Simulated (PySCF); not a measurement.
formic acid (CH2O2), SMILES O=CO.

Coordinates come from a PBE0-D3(BJ)/def2-TZVP optimisation. Other conformers were not sampled.

The numbers are results of TDA-B3LYP/def2-SVPD run with PySCF 2.14.0, not measurements.

Vertical excitations. Gas-phase values at a fixed geometry. State labels are in the subgroup Cs.

| state | symmetry | energy (eV) | λ (nm) | f | main pairs |
|---|---|---|---|---|---|
| S1 | A" | 5.86 | 212 | 0.001 | HOMO→LUMO 100 % |
| S2 | A' | 7.60 | 163 | 0.037 | HOMO→LUMO+1 89 % |
| S3 | A' | 8.36 | 148 | 0.059 | HOMO→LUMO+2 99 % |
| S4 | A" | 8.53 | 145 | 0.003 | HOMO−1→LUMO+1 99 % |
| S5 | A' | 9.01 | 138 | 0.256 | HOMO−1→LUMO 69 % |
| S6 | A" | 9.23 | 134 | 0.000 | HOMO−2→LUMO 99 % |
| S7 | A" | 9.49 | 131 | 0.001 | HOMO−1→LUMO+2 99 % |
| S8 | A" | 9.64 | 129 | 0.016 | HOMO→LUMO+4 99 % |
| S9 | A' | 9.66 | 128 | 0.117 | HOMO→LUMO+3 87 % |
| S10 | A' | 10.37 | 120 | 0.017 | HOMO→LUMO+5 94 % |
| T1 | A" | 5.29 | 234 | 0 | HOMO→LUMO 99 % |
| T2 | A' | 6.11 | 203 | 0 | HOMO−1→LUMO 96 % |
| T3 | A' | 7.36 | 169 | 0 | HOMO→LUMO+1 98 % |
| T4 | A' | 8.20 | 151 | 0 | HOMO→LUMO+2 99 % |
Triplets are in the Tamm–Dancoff approximation.
